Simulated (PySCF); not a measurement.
Compound: difluorosilane, F₂H₂Si.
Numbering: `[F:1][SiH2:2][F:3]` (hydrogens: H4, H5 on Si2)

Cartesian coordinates in Å at the PBE0-D3(BJ)/def2-TZVP level; atoms count from 1:
```
atom  x, y, z in Å
F1    -1.1268   -0.9720    0.0143
Si2    0.1476   -0.0311    0.0770
F3     1.4369   -0.9397   -0.0856
H4     0.1897    0.6077    1.4049
H5     0.0905    0.9080   -1.0582
```

All values: wB97X-D/pcSseg-2 (PySCF, non-relativistic), on one gas-phase PBE0-D3(BJ)/def2-TZVP geometry that isn't relaxed in the solvent. The solvent is an IEF-PCM continuum (cavity from Bondi-type radii × 1.2). The model holds no explicit solvent molecules, cavitation or dispersion.

Gas phase at wB97X-D/pcSseg-2: HOMO -11.87 eV, LUMO 2.00 eV, dipole 1.59 D.

Task: What does the continuum do to the energy, the frontier levels and the dipole at wB97X-D/pcSseg-2 in chloroform?

Result: 
```json
{"solvent": "chloroform", "ε": "4.711", "E(solvent) − E(gas) (kcal/mol)": "-1.44", "polarisation term (kcal/mol)": "-1.56", "distortion of the solute (kcal/mol)": "0.12", "HOMO (eV)": "-11.68", "LUMO (eV)": "2.16", "dipole (D)": "1.80"}
```

Polarisation term: ½ Σ q·V over the induced surface charges. Distortion: the rise of the solute's own energy as its density leaves the gas-phase optimum.

Task: Which radius a makes the point-dipole formula ΔE = −[(ε − 1)/(2ε + 1)]·μ²/a³ give the value in chloroform, with the gas-phase dipole?

Result: μ = 0.624 au and |ΔE| = 0.00230 Eh give a = 2.07 Å; the farthest nucleus lies 1.55 Å from the centroid of the nuclei. The formula assumes a rigid point dipole at the centre of a sphere.

Task: Give the dipole vector in the frame of the coordinates (D, pointing from negative to positive charge), gas and chloroform.

Result: Gas (-0.01, 1.57, 0.19), solvent (-0.01, 1.78, 0.22). Its length changes by +13 % and its direction by less than 1°.

On an Arm Neoverse N1 with one thread (shared host), this took 10 s wall and 0.52 GiB of memory at its peak. This is the whole shielding run at wB97X-D/pcSseg-2 in chloroform, SCF included.

wB97X-D is run here without its empirical dispersion term; that term would change no orbital, density or response property at a fixed geometry.
